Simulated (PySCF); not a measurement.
# CH3ClO2S: the cost of one run

Programs: PySCF 2.14.0, with density-fitted response routines of our own. Each step states its level of theory. These are calculated values for one molecule, in the gas phase or a continuum, unless marked as measured. Atoms are numbered from 0 throughout.

### Step 1. The molecule as given

8 atoms, charge 0, multiplicity 1; geometry from: GFN2-xTB. The atoms were then displaced at random by about 0.01 Å, so the start is not that level's minimum.

Bonds of the start (Å): C0–S1 1.77, S1–O2 1.42, S1–O3 1.43, S1–Cl4 2.04, C0–H5 1.10, C0–H6 1.10, C0–H7 1.06.

### Step 2. Relaxing the molecule at PBE0-D3(BJ)/def2-TZVP

What the job is given:

```
{"job": {"xc": "PBE0", "basis": "def2-TZVP", "d3": "d3bj", "grid": 2, "shake": 0.01, "kind": "geom"}, "charge": 0, "multiplicity": 1}
C     -0.927230     0.023870    -0.090760
S      0.811400    -0.266900     0.044210
O      1.326260    -0.699280    -1.211510
O      1.128000    -1.014530     1.219140
Cl     1.502300     1.630370     0.357750
H     -1.285330     0.486410     0.836030
H     -1.088860     0.720620    -0.927680
H     -1.411410    -0.899690    -0.279650
```

Run with:

```
$ OMP_NUM_THREADS=1 python probes_run.py task.json out
```

This one command runs all jobs of the session in turn.

Q: Estimate the wall time and peak memory of this first job on 1 thread of Arm Neoverse V1, shared host.

About 63 s, with a peak of 0.7 GiB.
